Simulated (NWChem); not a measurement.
# One shape, several levels: C3H4 (allene)

Aim: a comparison of 6 runs (HF/def2-SVP, B3LYP/6-31G*, PBE0/6-31+G*, PBE0/def2-SVP, MP2/def2-TZVP) of C3H4 (allene). 

Program for the calculation: NWChem 7.3.0.

1 further run of the same task is left out (set aside as unsound or not needed). Runs told in other sessions of the task aren't counted.

### Step 1. The structure to begin with

The species is C3H4 (7 atoms), meant as a singlet with charge 0. As SMILES, `C=C=C`. Geometry: relaxed at PBE0-D4/def2-TZVP.

Bond lengths: C1–C2 1.299 Å, C2–C3 1.299 Å, C1–H4 1.085 Å, C1–H5 1.085 Å, C3–H6 1.085 Å, C3–H7 1.085 Å. Angles: C1–C2–C3 180.0°, C2–C1–H4 121.1°, C2–C1–H5 121.1°, C2–C3–H6 121.1°, C2–C3–H7 121.1°, H4–C1–H5 117.7°, H6–C3–H7 117.7°.

### Step 2. Energy and gradient at HF/def2-SVP (run 1)

Contents of c3h4.nw:

```
start c3h4
memory 2200 mb

geometry units angstroms noautosym nocenter noautoz
  C    -1.043070    0.330920   -0.700490
  C     0.000000    0.000000    0.000000
  C     1.043060   -0.330920    0.700500
  H    -1.944480   -0.272700   -0.684250
  H    -1.042610    1.220370   -1.321810
  H     1.814830   -0.972860    0.288850
  H     1.172270    0.025170    1.717200
end

basis spherical bse
  C library def2-SVP
  H library def2-SVP
end

scf
  thresh 1e-08
  maxiter 80
  noprint "final vectors analysis"
end

task scf gradient
```

Launch:

```
nwchem c3h4.nw > c3h4.out
```

Output:

```text
[...]
  functions       =    62
[...]
  wavefunction    = RHF
[...]
         Total SCF energy =   -115.778305283151
      One-electron energy =   -272.279038410723
      Two-electron energy =     97.069594377120
 Nuclear repulsion energy =     59.431138750451
        Time for solution =      1.5s
[...]
                         RHF ENERGY GRADIENTS
    atom               coordinates                        gradient
                 x          y          z           x          y          z
   1 C      -1.971116   0.625348  -1.323734    0.001168  -0.000371   0.000788
   2 C       0.000000   0.000000   0.000000    0.000005  -0.000002  -0.000002
   3 C       1.971098  -0.625348   1.323753   -0.001178   0.000374  -0.000787
   4 H      -3.674534  -0.515328  -1.293045   -0.000937  -0.000322  -0.000197
   5 H      -1.970247   2.306165  -2.497859   -0.000308   0.000717  -0.000641
   6 H       3.429531  -1.838439   0.545847    0.000849  -0.000547  -0.000081
   7 H       2.215269   0.047564   3.245037    0.000402   0.000150   0.000920
[...]
```

It took 2.4 s on 1 thread of Intel Xeon 6975P-C (Granite Rapids), shared host; peak memory 0.096 GiB.

### Step 3. Energy and gradient at B3LYP/6-31G(d) (spherical functions) (run 2)

Contents of run.py:

```python
from ase import Atoms
from ase.calculators.nwchem import NWChem

mol = Atoms(['C', 'C', 'C', 'H', 'H', 'H', 'H'], positions=[
    [-1.043070, 0.330920, -0.700490],
    [-0.000000, -0.000000, 0.000000],
    [1.043060, -0.330920, 0.700500],
    [-1.944480, -0.272700, -0.684250],
    [-1.042610, 1.220370, -1.321810],
    [1.814830, -0.972860, 0.288850],
    [1.172270, 0.025170, 1.717200],
])

calc = NWChem(
    label='mymol',
    theory='dft',
    memory='2200 mb',
    basis='6-31G*',
    basispar='spherical bse',
    dft={'xc': 'b3lyp', 'mult': '1', 'grid': 'xfine', 'convergence': 'energy 1e-08', 'iterations': '100', 'mulliken': None},
)
mol.calc = calc

forces = mol.get_forces()
e = mol.get_potential_energy()
print(f"E = {e:.6f} eV")
print("forces (eV/A):")
for s, f in zip(mol.symbols, forces):
    print(f"{s:2s} {f[0]:10.5f} {f[1]:10.5f} {f[2]:10.5f}")
print("dipole (e A):", mol.get_dipole_moment().round(4))
```

Launch:

```
export ASE_NWCHEM_COMMAND="nwchem PREFIX.nwi > PREFIX.nwo"
python run.py
```

Output:

```text
E = -3174.340006 eV
forces (eV/A):
C    -0.27578    0.08752   -0.18533
C    -0.00021    0.00005    0.00010
C     0.27624   -0.08767    0.18533
H    -0.12634   -0.02103   -0.04211
H    -0.06443    0.08156   -0.08593
H     0.11735   -0.06448    0.01512
H     0.07323    0.00401    0.11287
dipole (e A): [ 0. -0. -0.]
```

The calculator wrote mymol.nwi:

```
title "mymol"

permanent_dir mymol

scratch_dir mymol

start mymol

geometry units angstrom nocenter noautosym noautoz
  C  -1.0430699999999999e+00 3.3091999999999999e-01 -7.0048999999999995e-01
  C  -0.0000000000000000e+00 -0.0000000000000000e+00 0.0000000000000000e+00
  C  1.0430600000000001e+00 -3.3091999999999999e-01 7.0050000000000001e-01
  H  -1.9444800000000000e+00 -2.7270000000000000e-01 -6.8425000000000002e-01
  H  -1.0426100000000000e+00 1.2203700000000000e+00 -1.3218099999999999e+00
  H  1.8148299999999999e+00 -9.7285999999999995e-01 2.8885000000000000e-01
  H  1.1722699999999999e+00 2.5170000000000001e-02 1.7172000000000001e+00
end

memory 2200 mb

basis spherical bse noprint
   * library 6-31G*
end

dft
  xc b3lyp
  mult 1
  grid xfine
  convergence energy 1e-08
  iterations 100
  mulliken
end

task dft gradient
```

mymol.nwo:

```text
Northwest Computational Chemistry Package (NWChem) 7.3.0
             --------------------------------------------------------

           Job information
           ---------------

    nwchem branch   = 7.3.0
    use scalapack   = T
    input           = mymol.nwi
    prefix          = mymol.
    data base       = mymol/mymol.db
    status          = startup
    nproc           =        1

           Memory information
           ------------------

    heap     =     72089600 doubles =      550.0 Mbytes
    stack    =     72089597 doubles =      550.0 Mbytes
    global   =    144179200 doubles =     1100.0 Mbytes (distinct from heap & stack)
    total    =    288358397 doubles =     2200.0 Mbytes
    verify   = yes
    hardfail = no

           Directory information
           ---------------------

  0 permanent = mymol
  0 scratch   = mymol

                                NWChem Input Module
                                -------------------

                                       mymol
                                       -----

[... 91 lines left out ...]
  convergence criterion.
[... 17 lines left out ...]
          Convergence on gradient requested:  5.00D-04
[... 25 lines left out ...]
          Convergence aids based upon iterative change in
[... 28 lines left out ...]
 1-e energy   =    -270.298694
[... 45 lines left out ...]
         Total DFT energy =     -116.654844539679
[... 2 lines left out ...]
    Exchange-Corr. energy =      -17.725375336571
[... 427 lines left out ...]
          Convergence on energy requested:  1.00D-08
[... 23 lines left out ...]
          Spatial weights used:  Erf1
[... 4 lines left out ...]
          total energy or number of iterations.
[... 18 lines left out ...]
                            NWChem DFT Gradient Module
                            --------------------------

                                       mymol

  charge          =   0.00
  wavefunction    = closed shell

                         DFT ENERGY GRADIENTS

    atom               coordinates                        gradient
                 x          y          z           x          y          z
   1 C      -1.971116   0.625348  -1.323734    0.005363  -0.001702   0.003604
   2 C       0.000000   0.000000   0.000000    0.000004  -0.000001  -0.000002
   3 C       1.971098  -0.625348   1.323753   -0.005372   0.001705  -0.003604
   4 H      -3.674534  -0.515328  -1.293045    0.002457   0.000409   0.000819
   5 H      -1.970247   2.306165  -2.497859    0.001253  -0.001586   0.001671
   6 H       3.429531  -1.838439   0.545847   -0.002282   0.001254  -0.000294
   7 H       2.215269   0.047564   3.245037   -0.001424  -0.000078  -0.002195

                 ----------------------------------------
                 |  Time  |  1-e(secs)   |  2-e(secs)   |
                 ----------------------------------------
                 |  CPU   |       0.00   |       0.20   |
                 ----------------------------------------
                 |  WALL  |       0.00   |       0.20   |
                 ----------------------------------------

 Task  times  cpu:        8.9s     wall:        8.9s
 Total times  cpu:        8.9s     wall:        8.9s
```

Run time: 9.9 s. Hardware: 1 thread of Intel Xeon 6975P-C (Granite Rapids), shared host; peak memory 0.13 GiB.

Run 3 isn't shown in full; the table further down has it.

### Step 4. Energy and gradient at PBE0/6-31+G(d) (spherical functions) (run 4)

Contents of mol.nw:

```
start mol
memory total 2200 mb
charge 0

geometry units angstrom noautosym nocenter noautoz
  C       -1.043070       0.330920      -0.700490
  C        0.000000       0.000000       0.000000
  C        1.043060      -0.330920       0.700500
  H       -1.944480      -0.272700      -0.684250
  H       -1.042610       1.220370      -1.321810
  H        1.814830      -0.972860       0.288850
  H        1.172270       0.025170       1.717200
end

basis spherical bse
  * library 6-31+G*
end

dft
  xc pbe0
  grid xfine
  convergence energy 1e-08
  maxiter 100
  mulliken
  noprint "final vectors analysis"
end

task dft gradient
```

Launch:

```
nwchem mol.nw > mol.out
```

Output:

```text
[...]
          Wavefunction type:  closed shell.
          No. of atoms     :     7
          No. of electrons :    22
[...]
          Charge           :     0
          Spin multiplicity:     1
[...]
          AO basis - number of functions:    62
[...]
              XC Information
              --------------
                         PBE0 Method XC Functional
                     Hartree-Fock (Exact) Exchange  0.250
          PerdewBurkeErnzerhof Exchange Functional  0.750
            Perdew 1991 LDA Correlation Functional  1.000 local
           PerdewBurkeErnz. Correlation Functional  1.000 non-local
[...]
 WARNING : Found     1 linear dependencies
 S eigenvalue threshold:     1.00000E-05
[...]
 d= 0,ls=0.0,diis     1   -116.7337566654 -1.76D+02  2.39D+02  8.55D+00     1.6
[...]
 d= 0,ls=0.5,diis    33   -116.5076001432 -6.47D-09  4.04D-06  6.19D-09    40.2
         Total DFT energy =     -116.507600145767
      One electron energy =     -272.779999662151
           Coulomb energy =      114.382654559470
    Exchange-Corr. energy =      -17.541393793538
 Nuclear repulsion energy =       59.431138750451
[...]
      Total Density - Mulliken Population Analysis
     ---------------------------------------------
    Atom       Charge   Shell Charges
 -----------   ------   -------------------------------------------------------
    1 C    6     6.58   2.00  0.67  2.09  0.67  1.10 -0.03  0.05  0.03
    2 C    6     5.74   2.00  0.71  1.96  0.43  0.46  0.05  0.09  0.04
    3 C    6     6.58   2.00  0.67  2.09  0.67  1.10 -0.03  0.05  0.03
    4 H    1     0.77   0.52  0.26
    5 H    1     0.77   0.52  0.26
    6 H    1     0.77   0.52  0.26
    7 H    1     0.77   0.52  0.26
[...]
  wavefunction    = closed shell
                         DFT ENERGY GRADIENTS
    atom               coordinates                        gradient
                 x          y          z           x          y          z
   1 C      -1.971116   0.625348  -1.323734    0.006676  -0.002118   0.004486
   2 C       0.000000   0.000000   0.000000    0.000005  -0.000001  -0.000001
   3 C       1.971098  -0.625348   1.323753   -0.006685   0.002121  -0.004487
   4 H      -3.674534  -0.515328  -1.293045    0.002095   0.000817   0.000368
   5 H      -1.970247   2.306165  -2.497859    0.000591  -0.001670   0.001435
   6 H       3.429531  -1.838439   0.545847   -0.001875   0.001259   0.000285
   7 H       2.215269   0.047564   3.245037   -0.000807  -0.000408  -0.002087
[...]
```

It took 44 s on 1 thread of Intel Xeon 6975P-C (Granite Rapids), shared host; peak memory 0.13 GiB.

Run 5 isn't shown in full; the table further down has it.

### Step 5. Energy and gradient at MP2/def2-TZVP (run 6)

Contents of nw.nw:

```
start nw
title "C3H4 mp2"
memory total 2200 mb
geometry units bohr noautosym nocenter noautoz
   C     -1.97111663     0.62534817    -1.32373425
   C      0.00000000     0.00000000     0.00000000
   C      1.97109773    -0.62534817     1.32375315
   H     -3.67453465    -0.51532831    -1.29304510
   H     -1.97024735     2.30616507    -2.49785889
   H      3.42953166    -1.83843896     0.54584739
   H      2.21526924     0.04756441     3.24503770
end
basis spherical bse
   * library def2-TZVP
end
scf
   singlet
   rhf
   thresh 1e-08
   maxiter 80
   print low
end
mp2
   freeze core 3
   tight
end
task mp2 gradient
```

Launch:

```
nwchem nw.nw > nw.out
```

Output:

```text
[...]
  functions       =   117
[...]
  wavefunction    = RHF
[...]
         Total SCF energy =   -115.908215166319
      One-electron energy =   -272.508458390354
      Two-electron energy =     97.169108724821
 Nuclear repulsion energy =     59.431134499214
        Time for solution =     13.4s
[...]
          Total MP2 energy          -116.372945507490
[...]
                         mp2 ENERGY GRADIENTS
    atom               coordinates                        gradient
                 x          y          z           x          y          z
   1 C      -1.971117   0.625348  -1.323734    0.010388  -0.003296   0.006979
   2 C       0.000000   0.000000   0.000000    0.000004  -0.000001  -0.000002
   3 C       1.971098  -0.625348   1.323753   -0.010396   0.003299  -0.006979
   4 H      -3.674535  -0.515328  -1.293045   -0.000898  -0.000277  -0.000211
   5 H      -1.970247   2.306165  -2.497859   -0.000328   0.000666  -0.000613
   6 H       3.429532  -1.838439   0.545847    0.000818  -0.000511  -0.000041
   7 H       2.215269   0.047564   3.245038    0.000412   0.000121   0.000868
[...]
```

It took 39 s on 1 thread of Intel Xeon 6975P-C (Granite Rapids), shared host; peak memory 0.39 GiB.

### Step 6. The series

| run | level | iteration cap | module | energy (Eh) | dipole moment (D) | largest force (eV/Å) | wall time |
| --- | --- | --- | --- | --- | --- | --- | --- |
| 1 | HF/def2-SVP | 80 | scf | -115.778305 | 0.00 | 0.075 | 2.4 s |
| 2 | B3LYP/6-31G* (spherical functions) | 100 | dft | -116.654845 | 0.00 | 0.344 | 9.9 s |
| 3 | B3LYP/6-31G* (Cartesian functions) | 100 | dft | -116.657455 | 0.00 | 0.330 | 11 s |
| 4 | PBE0/6-31+G* (spherical functions) | 100 | dft | -116.507600 | 0.00 | 0.428 | 44 s |
| 5 | PBE0/def2-SVP | 100 | dft | -116.421539 | 0.00 | 0.367 | 12 s |
| 6 | MP2/def2-TZVP | 80 | mp2 | -116.372946 | 0.00 | 0.666 | 39 s |

### Step 7. What came out

| quantity | value |
| --- | --- |
| run 6: total energy | -116.37295 Eh |
| run 6: dipole moment (of the density that the program reports) | 0.00 D |
| run 6: correlation energy (3 core orbitals frozen) | -464.7 mEh |
| run 6: largest force on an atom | 0.666 eV/Å |

In words: Over runs 2, 3, 5 the HOMO–LUMO gap runs from 7.80 eV (B3LYP/6-31G*) to 8.19 eV (PBE0/def2-SVP). The two ends differ in method and basis. Totals of different functionals can't be ranked against each other. All runs together took 2 min, the longest 44 s.
